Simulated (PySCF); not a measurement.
fluoromethane (CH₃F), SMILES CF.

The structure is a stationary point at B3LYP-D3(BJ)/def2-TZVP.

Calculation: CAM-B3LYP/def2-TZVPD (PySCF).

The molecule is in vacuum.

```json
{
  "total_energy": "-139.75762 hartree",
  "point_group": "C3v",
  "highest_occupied_level": "-11.46 eV",
  "lowest_empty_level": "0.97 eV",
  "orbital_gap": "12.43 eV",
  "dipole_moment": "1.91 D",
  "quadrupole, principal values (traceless, Buckingham form, about the centre of nuclear charge)": "-0.86, 0.43, 0.43 D·Å",
  "mean_static_polarisability": "17.1 bohr³ (2.54 Å³)",
  "polarisability_principal_values": "16.6, 16.6, 18.1 bohr³"
}
```
